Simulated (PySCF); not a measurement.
Stationary points of S2F2

Method: PBE0 in PySCF with S def2-TZVP, F def2-TZVP; no relativity; density-fitted integrals.

Relaxations began from a few typed shapes. The search is not exhaustive: other isomers or separated fragments can lie lower, and high-lying points may rest on an excited occupation.

Question: Which is the lowest minimum found?
A. singlet Cs: S–F 1.592 Å, S–F 1.793 Å, S–S 1.917 Å; F–S–F 82.5°, F–S–S 96.2°, F–S–S 178.6°
B. singlet Cs: S–F 1.606 Å (×2), S–S 1.859 Å; F–S–F 92.0°, F–S–S 107.9° (×2)
C. singlet C2v: S–F 1.712 Å (×2), S–S 1.873 Å; F–S–F 169.1°, F–S–S 95.4° (×2)

Answer: B. The others lie at 151.1 (singlet C2v, a saddle point), 225.6 (singlet Cs, a saddle point) kJ/mol above it.
